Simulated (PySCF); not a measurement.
**CH₆BN, a complex of two parts as drawn: interaction energy**

One table from this session's results is given with a row withheld; the runs are named, their logs left out.

Computed with PySCF 2.14.0; each step states its level. No surroundings beyond the atoms listed, unless a continuum is named. Atoms count from 0, parts from 1.

## Starting point

9 atoms, charge 0, multiplicity 1; geometry: GFN2-xTB. Parts: 1 = atoms 0–3, `B`, charge 0; 2 = atoms 4–8, `C=N`, charge 0.

Set-up of the first run:

Job settings and geometry (Å):

```
{"job": {"xc": "PBE0", "basis": "def2-SVPD", "d3": "d3bj", "grid": 2, "kind": "geom", "shake": 0.01}, "charge": 0, "multiplicity": 1, "parts": [{"atoms": "0-3", "charge": 0, "multiplicity": 1}, {"atoms": "4-8", "charge": 0, "multiplicity": 1}]}
B     -0.002553    -0.218269     0.161599
H     -0.815428    -1.022973    -0.077183
H     -0.392620     0.846127     0.536590
H      1.144880    -0.411528     0.022537
C     -0.119570     2.791980    -1.890375
N      1.014207     2.475108    -2.286273
H     -0.966378     2.369155    -2.382976
H     -0.326611     3.493102    -1.063670
H      1.800140     2.895702    -1.764888
```

Command:

```
$ OMP_NUM_THREADS=1 python cluster_run.py task.json out
```

The driver reads the jobs from task.json and runs them one after another.

Steps of the session up to this table: Geometry optimisation at PBE0-D3(BJ)/def2-SVPD; Coupled-cluster interaction energy: CCSD(T) and MP2.

One of the session's tables, all rows but one given; the rest of the session is left out.

It belongs to the step «Coupled-cluster interaction energy: CCSD(T) and MP2». 

```
                 method  interaction energy (kcal/mol)
         HF/aug-cc-pVDZ                         -37.38
        MP2/aug-cc-pVDZ                         -46.89
       CCSD/aug-cc-pVDZ                         -43.91
    CCSD(T)/aug-cc-pVDZ                         -44.97
         HF/aug-cc-pVTZ                         -39.15
        MP2/aug-cc-pVTZ                              ?
    SCS-MP2/aug-cc-pVTZ                         -47.19
      MP2, extrapolated                         -51.54
CCSD(T), limit estimate                         -49.63
```

Q: Estimate the row for MP2/aug-cc-pVTZ from the others.

The run gave: interaction energy (kcal/mol): -50.68. In the column «interaction energy (kcal/mol)» it lies between MP2, extrapolated (-51.54) and CCSD(T), limit estimate (-49.63).

At this geometry B0 and N5 of different parts are bonded (1.56 Å), so this energy is that of a chemical bond rather than of a weak contact.

To keep in mind: The interaction energy leaves out the deformation of the parts, 17.09 kcal/mol at MP2. So large a deformation means that a part is far from its own minimum, so a sum across the two methods would be rough.
